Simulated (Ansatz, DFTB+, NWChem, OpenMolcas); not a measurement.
Isomers of C3H2O

2 of its isomers, all singlets with charge 0: A = 2-cyclopropen-1-one `O=c1cc1`; B = propiolaldehyde `C#CC=O`.

Shapes, held fixed at every level: PBE0-D4/def2-TZVP. Programs: Ansatz 0.2.0, DFTB+ 25.1, NWChem 7.3.0, OpenMolcas 26.06. A level may come from different programs for different species; with the same settings they agree closely.

A:

```xyz
6

O    -0.0194   -1.8608    0.8518
C    -0.0081   -0.7729    0.3538
C     0.5891    0.2294   -0.4623
C    -0.5814    0.5099    0.1239
H     1.3617    0.6232   -1.1105
H    -1.3419    1.2712    0.2433
```

B:

```xyz
6

C    -0.3621    1.0683   -1.0318
C    -0.0962    0.2056   -0.2386
C     0.2728   -0.7949    0.7344
O    -0.3191   -1.8299    0.8894
H    -0.6133    1.8224   -1.7415
H     1.1600   -0.5357    1.3420
```

Electronic energies in kJ/mol, without zero-point or thermal terms.

```tsv
level	kind	B − A
DFTB2-D4	semi-empirical	-135.3
HF/def2-SVP	Hartree–Fock	-18.7
HF/def2-SVPD	Hartree–Fock	-13.9
B3LYP/6-31G* (Cartesian functions)	global hybrid	-9.6
PBE0/def2-SVP	global hybrid	+17.2
```

PBE0/def2-SVP puts A lowest of these. DFTB2-D4, HF/def2-SVP, HF/def2-SVPD, B3LYP/6-31G* (Cartesian functions) put B lowest. The B − A difference spans -135.3 to +17.2 kJ/mol over the levels. DFTB2-D4 strays far from the other rows.
